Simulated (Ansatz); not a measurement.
# H3O⁺, singlet: the ladder up to full CI

Geometry: displaced at random from a stationary point.

```xyz
4

O     0.0138    0.0049   -0.0439
H     0.7898    0.0276    0.2350
H    -0.5581    0.7904    0.2195
H    -0.4514   -0.8962    0.2418
```

Basis 6-31G; Ansatz 0.2.0. Only valence electrons are correlated (noble-gas cores frozen), which leaves 8 electrons in 14 orbitals. Prefix R: restricted or restricted open-shell reference. Active spaces: valence = (8e, 7o) chosen from the atoms' valence shells.

Full CI is exact within this basis and frozen core; it isn't the basis-set limit.

```
UHF ⟨S²⟩                          : 0.000
T1 diagnostic (RCCSD)             : 0.0076
largest doubles amplitude (RCCSD) : 0.042
```

```
                            level  E − E(full CI) (kJ/mol)  share of correlation (%)  wall time
                              RHF                    358.5                      0.00          –
                             RMP2                     25.3                     92.93          –
                             CISD                     17.1                     95.24     0.12 s
                            RCCSD                      3.9                     98.91          –
                         RCCSD(T)                      1.2                     99.65     0.06 s
                          BCCD(T)                      1.2                     99.65     0.09 s
                           RCCSDT                      1.0                     99.73          –
                           CISDTQ                      0.4                     99.88      0.3 s
                        RCCSDT(Q)                      0.0                    100.01     0.12 s
                          RCCSDTQ                      0.0                     99.99     0.69 s
           CASSCF (valence space)                    133.2                     62.86          –
           NEVPT2 (valence space)                     23.7                     93.38     0.75 s
           MRCISD (valence space)                      2.4                     99.34          –
         MRCISD+Q (valence space)                      0.4                     99.90        1 s
MRCISD+Q(relaxed) (valence space)                     -0.5                    100.14      1.2 s
```

The correlation energy at full CI, counted from RHF, is -3.716 eV. That run took 1.5 s on 1 thread of Intel Xeon 6975P-C, shared host over 1,002,001 determinants.

Times hold each run's SCF and search for its determinant on a shared host, so for small cases they say little of a method's own cost; they ran on 1 thread of Intel Xeon 6975P-C.

More than 5 meV below full CI, which no variational method can be: MRCISD+Q(relaxed) (valence space).

The full-CI state has the irrep A of C1, in the program's axes.

Natural occupations of full CI about the gap: 1.988 1.981 1.974 1.969 0.027 0.024 0.017 0.013 0.003 0.002; effectively unpaired electrons, Σ n²(2−n)², 0.02.
